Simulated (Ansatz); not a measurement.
Si(vinyl)H3 (C2H6Si). Total charge 0; singlet. Geometry PBE-D4/def2-TZVP.

```xyz
9

Si   -0.0613    1.1178   -0.6502
C    -0.0835   -0.6960   -0.2040
C     0.1349   -1.1554    1.0358
H    -0.2844   -1.4255   -0.9980
H     0.3410   -0.4803    1.8714
H     0.1184   -2.2231    1.2734
H     0.2108    1.9234    0.5805
H    -1.3732    1.5379   -1.2378
H     0.9972    1.4012   -1.6711
```

B3LYP takes the VWN-RPA correlation.

Task: Estimate the orbital energies around the gap (eV) in Ansatz with LDA (SPW92)/def2-TZVP, BLYP-D4/def2-TZVP, B3LYP-D4/6-31G, PBE0-D4/def2-TZVP, ωB97X-V/def2-TZVP.

Result: 
```
orbital  LDA (SPW92)/def2-TZVP  BLYP-D4/def2-TZVP  B3LYP-D4/6-31G  PBE0-D4/def2-TZVP  ωB97X-V/def2-TZVP
 HOMO−9                 -93.85             -94.16          -99.23             -99.40            -101.44
 HOMO−8                 -18.88             -18.73          -20.88             -21.51             -24.47
 HOMO−7                 -14.49             -14.34          -16.13             -16.54             -19.42
 HOMO−6                 -12.86             -12.65          -14.38             -14.62             -17.47
 HOMO−5                 -11.24             -11.05          -12.48             -12.85             -15.51
 HOMO−4                  -9.94              -9.78          -11.10             -11.45             -14.01
 HOMO−3                  -8.56              -8.39           -9.66              -9.85             -12.40
 HOMO−2                  -8.25              -8.15           -9.41              -9.58             -12.08
 HOMO−1                  -7.73              -7.60           -8.72              -9.02             -11.44
   HOMO                  -7.01              -6.69           -7.45              -7.97             -10.31
   LUMO                  -1.76              -1.40           -0.15              -0.53               1.73
 LUMO+1                  -0.15               0.18            1.31               0.89               2.82
 LUMO+2                   0.34               0.65            2.04               1.39               3.39
 LUMO+3                   0.72               1.06            2.77               1.80               3.76
 LUMO+4                   0.97               1.10            3.13               1.95               3.89
 LUMO+5                   1.17               1.27            3.38               2.12               4.08
```
